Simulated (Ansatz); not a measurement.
Ansatz (a quantum-chemistry and plane-wave program) input (B3LYP-D3(BJ)/def2-TZVP):

Ansatz 0.2 input:
```yaml
crystal:
  periodic: [false, false, false]
  atoms:
    - {symbol: S, position_ang: [-0.00000000, -0.00000000, -1.55270816]}
    - {symbol: C, position_ang: [0.00000000, 0.00000000, 0.00000000]}
    - {symbol: S, position_ang: [0.00000000, 0.00000000, 1.55270816]}
basis:
  gaussian:
    orbitals: def2-TZVP
hamiltonian:
  xc: b3lyp
  dispersion: d3bj
phonons: {temperatures: {t_min: 298.15, t_max: 298.15, t_step: 100}}
```

Output:

```
Functional definition: B3LYP
integrals: 0.03 GiB planned
722 factors; their error is unknown
mean field: 0.29 GiB planned
mean field evaluation 1: about -22706.4991 eV, gradient 3.7e1 eV
mean field evaluation 2: about -22696.1341 eV, gradient 7.0e1 eV
mean field evaluation 4: about -22709.6564 eV, gradient 1.7e0 eV
mean field evaluation 8: about -22709.7036 eV, gradient 1.5e-2 eV
mean field -22709.70355470 eV, -834.5662124452 hartree, gradient 2.7e-5 eV, S^2 0.000000; 0 other end points of the search recorded, 0 dependent functions left out
the calculation of the forces begins
reference -22709.70374351 eV, -834.5662193839 hartree; 19, 19 occupied and 86, 86 virtual orbitals, 722 factors
these checks for a lower state are left out or cut short: stability, starts, cluster_reference, orbital_swaps, neighbouring_geometries, increment
integrals: 0.03 GiB planned
722 factors; their error is unknown
mean field: 0.29 GiB planned
mean field evaluation 16: about -22709.6620 eV, gradient 2.1e-1 eV
mean field -22709.70354990 eV, -834.5662122688 hartree, gradient 1.2e-6 eV, S^2 0.000000; 0 other end points of the search recorded, 0 dependent functions left out
the calculation of the forces begins
reference -22709.70373871 eV, -834.5662192076 hartree; 19, 19 occupied and 86, 86 virtual orbitals, 722 factors
these checks for a lower state are left out or cut short: stability, starts, cluster_reference, orbital_swaps, neighbouring_geometries, increment
integrals: 0.03 GiB planned
722 factors; their error is unknown
mean field: 0.29 GiB planned
mean field -22709.70354990 eV, -834.5662122688 hartree, gradient 1.2e-6 eV, S^2 0.000000; 0 other end points of the search recorded, 0 dependent functions left out
the calculation of the forces begins
reference -22709.70373871 eV, -834.5662192076 hartree; 19, 19 occupied and 86, 86 virtual orbitals, 722 factors
these checks for a lower state are left out or cut short: stability, starts, cluster_reference, orbital_swaps, neighbouring_geometries, increment
integrals: 0.03 GiB planned
722 factors; their error is unknown
mean field: 0.29 GiB planned
mean field evaluation 32: about -22709.6620 eV, gradient 2.1e-1 eV
mean field -22709.70354990 eV, -834.5662122688 hartree, gradient 1.2e-6 eV, S^2 0.000000; 0 other end points of the search recorded, 0 dependent functions left out
the calculation of the forces begins
reference -22709.70373871 eV, -834.5662192076 hartree; 19, 19 occupied and 86, 86 virtual orbitals, 722 factors
these checks for a lower state are left out or cut short: stability, starts, cluster_reference, orbital_swaps, neighbouring_geometries, increment
integrals: 0.03 GiB planned
722 factors; their error is unknown
mean field: 0.29 GiB planned
mean field -22709.70354990 eV, -834.5662122688 hartree, gradient 1.2e-6 eV, S^2 0.000000; 0 other end points of the search recorded, 0 dependent functions left out
the calculation of the forces begins
reference -22709.70373871 eV, -834.5662192076 hartree; 19, 19 occupied and 86, 86 virtual orbitals, 722 factors
these checks for a lower state are left out or cut short: stability, starts, cluster_reference, orbital_swaps, neighbouring_geometries, increment
integrals: 0.03 GiB planned
722 factors; their error is unknown
mean field: 0.29 GiB planned
mean field -22709.70333551 eV, -834.5662043903 hartree, gradient 1.2e-6 eV, S^2 0.000000; 0 other end points of the search recorded, 0 dependent functions left out
the calculation of the forces begins
reference -22709.70352428 eV, -834.5662113275 hartree; 19, 19 occupied and 86, 86 virtual orbitals, 722 factors
these checks for a lower state are left out or cut short: stability, starts, cluster_reference, orbital_swaps, neighbouring_geometries, increment
integrals: 0.03 GiB planned
722 factors; their error is unknown
mean field: 0.29 GiB planned
mean field -22709.70346299 eV, -834.5662090751 hartree, gradient 1.2e-6 eV, S^2 0.000000; 0 other end points of the search recorded, 0 dependent functions left out
the calculation of the forces begins
reference -22709.70365185 eV, -834.5662160155 hartree; 19, 19 occupied and 86, 86 virtual orbitals, 722 factors
these checks for a lower state are left out or cut short: stability, starts, cluster_reference, orbital_swaps, neighbouring_geometries, increment
integrals: 0.03 GiB planned
722 factors; their error is unknown
mean field: 0.29 GiB planned
mean field evaluation 64: about -22709.6619 eV, gradient 2.6e-1 eV
mean field -22709.70353540 eV, -834.5662117361 hartree, gradient 1.1e-6 eV, S^2 0.000000; 0 other end points of the search recorded, 0 dependent functions left out
the calculation of the forces begins
reference -22709.70372421 eV, -834.5662186748 hartree; 19, 19 occupied and 86, 86 virtual orbitals, 722 factors
these checks for a lower state are left out or cut short: stability, starts, cluster_reference, orbital_swaps, neighbouring_geometries, increment
integrals: 0.03 GiB planned
722 factors; their error is unknown
mean field: 0.29 GiB planned
mean field -22709.70353540 eV, -834.5662117361 hartree, gradient 1.1e-6 eV, S^2 0.000000; 0 other end points of the search recorded, 0 dependent functions left out
the calculation of the forces begins
reference -22709.70372421 eV, -834.5662186748 hartree; 19, 19 occupied and 86, 86 virtual orbitals, 722 factors
these checks for a lower state are left out or cut short: stability, starts, cluster_reference, orbital_swaps, neighbouring_geometries, increment
integrals: 0.03 GiB planned
722 factors; their error is unknown
mean field: 0.29 GiB planned
mean field -22709.70353540 eV, -834.5662117361 hartree, gradient 1.2e-6 eV, S^2 0.000000; 0 other end points of the search recorded, 0 dependent functions left out
the calculation of the forces begins
reference -22709.70372421 eV, -834.5662186748 hartree; 19, 19 occupied and 86, 86 virtual orbitals, 722 factors
these checks for a lower state are left out or cut short: stability, starts, cluster_reference, orbital_swaps, neighbouring_geometries, increment
integrals: 0.03 GiB planned
722 factors; their error is unknown
mean field: 0.29 GiB planned
mean field -22709.70353540 eV, -834.5662117361 hartree, gradient 1.2e-6 eV, S^2 0.000000; 0 other end points of the search recorded, 0 dependent functions left out
the calculation of the forces begins
reference -22709.70372421 eV, -834.5662186748 hartree; 19, 19 occupied and 86, 86 virtual orbitals, 722 factors
these checks for a lower state are left out or cut short: stability, starts, cluster_reference, orbital_swaps, neighbouring_geometries, increment
integrals: 0.03 GiB planned
722 factors; their error is unknown
mean field: 0.29 GiB planned
mean field evaluation 96: about -22709.6615 eV, gradient 3.9e-1 eV
mean field -22709.70327131 eV, -834.5662020311 hartree, gradient 1.2e-6 eV, S^2 0.000000; 0 other end points of the search recorded, 0 dependent functions left out
the calculation of the forces begins
reference -22709.70346013 eV, -834.5662089699 hartree; 19, 19 occupied and 86, 86 virtual orbitals, 722 factors
these checks for a lower state are left out or cut short: stability, starts, cluster_reference, orbital_swaps, neighbouring_geometries, increment
integrals: 0.03 GiB planned
722 factors; their error is unknown
mean field: 0.29 GiB planned
mean field -22709.70327131 eV, -834.5662020311 hartree, gradient 1.2e-6 eV, S^2 0.000000; 0 other end points of the search recorded, 0 dependent functions left out
the calculation of the forces begins
reference -22709.70346013 eV, -834.5662089699 hartree; 19, 19 occupied and 86, 86 virtual orbitals, 722 factors
Total energy: -22709.84658487 eV, -834.5714687072 hartree
Atom 0 at    -0.000000    -0.000000    -1.552708 Å, force    -0.000000    -0.000000    -0.000295 eV/Å
Atom 1 at     0.000000     0.000000     0.000000 Å, force     0.000000     0.000000     0.000000 eV/Å
Atom 2 at     0.000000     0.000000     1.552708 Å, force    -0.000000    -0.000000     0.000295 eV/Å
Dipole moment:     0.000000     0.000000    -0.000000 e Å
Vibrations: 407.43 407.43 678.20 1561.72 cm⁻¹, zero-point energy 0.189372 eV
```
